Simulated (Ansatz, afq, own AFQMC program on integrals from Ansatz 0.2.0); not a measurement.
AFQMC on a folder of integrals that Ansatz 0.2.0 wrote.

```yaml
crystal:
  periodic: [false, false, false]
  atoms:
    - {symbol: Si, position_ang: [0.000000, 0.000000, 0.418712]}
    - {symbol: B, position_ang: [0.000000, 0.000000, -2.353288]}
    - {symbol: H, position_ang: [0.000000, 0.000000, 1.934577]}
basis:
  gaussian: {orbitals: 6-31G}
magnetization: {spin_polarized: false}
correlation: {method: ccsd_t, electrons: outside_noble_gas, hamiltonian_folder: ham}
```

```sh
$ ansatz run in.yaml --threads 1 --pin off --events-out ev --progress --plain --max-ram 16896MiB --backend cuda --devices 0, --max-vram 18GiB
```

Options of the walk:

```
--method phaseless --trial cisd --walkers 4000 --populations 20 --least-time 60 --time-step 0.005 --steps-per-block 50 --equilibration-blocks 40 --max-blocks 4000 --target-error 0.00034 --factor-cut 1e-05 --seed 5029 --release-times 0.24,0.51,0.99,1.62,2.4 --release-step 0.03 --release-every 3 --taylor-order 6
```

Times are imaginary, in 1/Eh. The walk had a cap of 122 s. With eight or more populations the least sampling time is a fifth of least-time, and the error comes from their spread.

afq prints:

```
orbitals 18  electrons 4 4  factors 101 of 298
reference energy -313.85868627 Eh
CCSD correlation -0.13984178 Eh in 18 cycles, weight of the determinant in the CISD state 0.7324
energy of the start -313.998534 Eh
 block  time / (1/Eh)  mean weight  energy / Eh
     1     0.250  0.9997  -313.997137
     2     0.500  0.9999  -313.997099
     3     0.750  1.0001  -313.997817
     4     1.000  1.0002  -313.998926
     5     1.250  1.0000  -313.999875
     7     1.750  1.0000  -314.001563
     9     2.250  1.0001  -314.003405
    11     2.750  1.0000  -314.004401
    15     3.750  1.0000  -314.006434
    19     4.750  0.9999  -314.007394
    23     5.750  0.9997  -314.007531
    27     6.750  1.0001  -314.008671
    31     7.750  1.0000  -314.008034
    33     8.250  1.0001  -314.009243
    35     8.750  1.0001  -314.008691
    39     9.750  1.0001  -314.007656
    43    10.750  1.0000  -314.007881
    47    11.750  1.0001  -314.007500
    51    12.750  1.0001  -314.006520
    55    13.750  1.0000  -314.006598
    59    14.750  0.9997  -314.006744
    63    15.750  1.0000  -314.006283
    67    16.750  1.0001  -314.007798
    71    17.750  1.0000  -314.007365
    75    18.750  1.0001  -314.007870
    79    19.750  1.0001  -314.005929
    83    20.750  0.9999  -314.007356
    87    21.750  0.9998  -314.007283
    89    22.250  1.0000  -314.006590
error from the spread of 20 populations
released: time / (1/Eh)  energy / Eh  error  mean overlap
  0.24  -314.007754  0.000323  0.9999
  0.51  -314.008142  0.000312  1.0035
  0.99  -314.008586  0.000293  1.0037
  1.62  -314.009466  0.000286  1.0024
  2.40  -314.010208  0.000329  1.0014
energy -314.007097 +/- 0.000300 Eh
(rows thinned)
```

The run passed its tests (sampling time, drift between the halves within three errors, error under three times the target), which doesn't prove that it has relaxed.

Against this walk (error 8.2 meV) on the same determinant: CCSD(T) 128.1 meV lower, CCSDT(Q) 155.2 meV lower, CCSDTQ 171.3 meV lower, full CI 179.8 meV lower. The error is statistical and leaves out the bias of the constraint. The released energies are still falling (meV from the phaseless value at times in 1/Eh: -18 ± 9 at 0.24, -28 ± 8 at 0.51, -41 ± 8 at 0.99, -64 ± 8 at 1.62, -85 ± 9 at 2.40), so they give no level; they do show a bias of the constraint, and the last of them that isn't too noisy lies 95 meV above full CI. Full CI is exact here, so the walk's 180 meV above it is the walk's own error: the bias of the constraint with this trial. The determinant is a poor start (see the cautions), so the low cluster orders aren't to be relied on, and full CI is the sure value.

Cautions: constraint bias not in the error; higher spins were not checked; restricted determinant unstable towards unrestricted (UHF 1.40 eV lower, ⟨S²⟩ 1.01); strong correlation (T1 0.083, weight of the determinant 0.73, largest double 0.38); (T) is large, 9 % of the CCSD correlation; the CCSDTQ amplitudes may be one of several solutions (largest double 0.84); the determinant fills πx and πy unequally, so it mixes two states of the linear molecule, and each level undoes that mixture to a different degree, while full CI gives the lower state, and by Hund's rule a triplet of that filling probably lies lower still; CCSDTQ on the UHF determinant differs (523 meV lower), perhaps since the unrestricted series falls towards higher spin.

The walk took 18 s on 1 × NVIDIA H100 80GB HBM3 with 2 threads of AMD EPYC 7R13 Processor (Zen 3) (shared host) (the card was shared). The log's last line is the phaseless energy.

CCSDT and higher add their correlation energy to the determinant of the CCSD(T) run, since their own runs factorise the integrals more tightly (a shift of under 2 meV).
